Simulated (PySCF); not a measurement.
**Name the molecule from its bond curve**

A diatomic of charge 0 contains Mg. Its doublet curve at PBE0 in a double-zeta basis (no relativity, PySCF), in eV from the separated fragments:

R (Å), E (eV) and a bar:
```
    1.505     -2.963 ###########################
    1.575     -3.540 ############
    1.645     -3.852 ####
    1.698     -3.961 #
    1.750     -3.992 
    1.802     -3.962 #
    1.873     -3.854 ####
    1.960     -3.642 #########
    2.065     -3.318 #################
    2.205     -2.829 ##############################
```

The fit gives ωe = 749 cm⁻¹ and the rotational constant Bₑ = 0.5204 cm⁻¹.

**Question.** Which atom is the partner?

**Answer.** The minimum lies at 1.748 Å, so the reduced mass is 16.8576 u Å² cm⁻¹/(Bₑ·Re²) = 10.60 u. With Mg at 23.99 u the partner weighs about 19.0 u: F. The molecule is MgF.

3-21G is very small, so such numbers show the basis as much as the molecule. The state was picked by a PBE0 search and need not be the measured ground state.
